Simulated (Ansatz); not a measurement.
Input file:

```yaml
crystal:
  periodic: [false, false, false]
  atoms:
    - {symbol: B, position_ang: [0.013443, -1.059555, -1.355486]}
    - {symbol: Ge, position_ang: [0.004178, 0.046165, 0.454861]}
    - {symbol: B, position_ang: [-0.057533, 0.617024, -1.483527]}
    - {symbol: H, position_ang: [0.171821, 1.419494, -2.330052]}
basis:
  gaussian: {orbitals: 6-31G}
total_charge: 1
magnetization: {spin_polarized: true, initial_magnetization: 4}
correlation: {method: mp2, electrons: valence}
scf: {lower_state_search: off}
```

```sh
$ ansatz run in.yaml --threads 1 --pin off --events-out ev --progress --plain --max-ram 2393MiB
```

Output:

```
these checks for a lower state are left out or cut short: stability, starts, cluster_reference, orbital_swaps, neighbouring_geometries, increment
534 factors; integrals over basis functions are off by at most 3.5e-4 eV
mean field evaluation 1: about -57808.5225 eV, gradient 1.1e1 eV
mean field evaluation 2: about -57808.6423 eV, gradient 1.1e1 eV
mean field evaluation 4: about -57810.3025 eV, gradient 2.6e0 eV
mean field evaluation 8: about -57810.5017 eV, gradient 3.8e-1 eV
mean field evaluation 16: about -57810.5110 eV, gradient 5.6e-6 eV
mean field -57810.51098308 eV, -2124.4970932563 hartree, gradient 5.6e-6 eV, S^2 6.014845; 0 other end points of the search recorded, 0 dependent functions left out
11 core orbitals not correlated: weight in the atoms' cores, before any rotation towards them, 1.000 or more for the frozen orbitals, at most 0.000 for the correlated occupied ones
reference -57810.51098308 eV, -2124.4970932563 hartree; 12, 8 occupied and 26, 30 virtual orbitals, 534 factors
second order -7.16261554 eV of doubles, -0.00000000 eV of singles
Total energy: -57817.67359862 eV, -2124.7603145224 hartree
Checks for a lower state left out: stability, starts, cluster_reference, orbital_swaps, neighbouring_geometries, increment
```

Ran on 1 thread of Intel Xeon, shared host: 1.9 s wall, 0.1 GiB peak host memory.
